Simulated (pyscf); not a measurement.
Single points on ωB97X-D3(BJ)/def2-SVP structures (PySCF, gas phase). MP2 and CC: frozen core, UHF for open shells. ΔMP2 is the change of the MP2 total energy from the triple- to the quadruple-zeta basis.

Estimate by transition-state theory the rate constant of H₂N–SiH₂–NH₂ (SMILES N[SiH2]N) + H• (SMILES [H]) → NH₃ (SMILES N) + H₂N–SiH₂• (SMILES N[SiH2]) (doublet surface; N–Si broken, H–N formed) at 298 K, with CCSD(T)/def2-TZVPP + ΔMP2(QZVPP) energies (ideal gas, 1 atm, RRHO with modes under 100 cm⁻¹ raised to 100, one conformer, R ln 2 for chiral ones without a mode under 150 cm⁻¹; no tunnelling).

The electronic barrier is 17.7 kcal/mol and the thermal terms add +8.0, so ΔG‡ = 25.7 kcal/mol. With k_BT/h = 6.21e+12 s⁻¹ and RT = 0.592 kcal/mol, and a volume of 4.06e-20 cm³ per molecule at 1 atm, k = 3.7e-26 cm³ molecule⁻¹ s⁻¹. Wigner's tunnelling factor for 1762i cm⁻¹ would be 4.01, likely too low at so high a frequency. A shift of 1 kcal/mol in the barrier changes k by a factor 5.4. The same reactants have a lower exit, to H₂N–SiH•–NH₂ + H₂ (barrier +4.2 kcal/mol at ωB97M-D3(BJ), against +18.8 kcal/mol here). This is the saddle that the search found; another between the same sides may lie lower. The angle at the attacked N is 131°. The CCSD(T) − MP2 part came from Ansatz, without density fitting, on the same reference.
